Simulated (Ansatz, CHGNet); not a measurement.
## Lattice parameter a of rock-salt GdN: levels of theory against measurement

Reference value: 4.974 Å (measured, temperature not stated, no zero-point or thermal correction, sources range from 4.974 to 4.990; as tabulated in Natali et al. (2013), arXiv:1208.2410).

### Question
What do CHGNet 0.3.0, LDA, PBE, PBE-D3(BJ), r²SCAN, HSE06, PBE0 give, and how far is each from the reference?

### Answer

```csv
level (code),value (Å),difference (%)
CHGNet 0.3.0 (CHGNet),4.976,+0.04
LDA (Ansatz),4.881,-1.87
PBE (Ansatz),4.984,+0.20
PBE-D3(BJ) (Ansatz),4.938,-0.72
r²SCAN (Ansatz),4.974,0.00
HSE06 (Ansatz),4.977,+0.06
PBE0 (Ansatz),4.979,+0.10
```

The reference's temperature isn't stated, so close values are not ranked against it. Off by more than 1.25 % (a bound picked here): LDA (-1.87 %).

The reference has no zero-point or thermal correction, while the calculations are for a static lattice, so the differences are not the levels' errors alone. A static lattice is as a rule a little smaller than the measured one. Spin-polarised runs: LDA (parallel moments), PBE (parallel moments), PBE-D3(BJ) (parallel moments), r²SCAN (parallel moments), HSE06 (parallel moments), PBE0 (parallel moments). LDA, PBE, PBE-D3(BJ), r²SCAN: the 4f shell is treated without U or exact exchange, so its levels and filling can be wrong. HSE06, PBE0: the state of the 4f shell is in doubt. Cutoffs and k meshes differ between the levels. Ansatz's density-functional and Hartree–Fock values are scalar-relativistic unless marked +SOC, with PAW data made under PBE.

Machine-learned potentials (CHGNet 0.3.0) are trained on DFT data, which may include these solids.

Differences are worked out from the printed values.

Ansatz is a quantum-chemistry and plane-wave program.
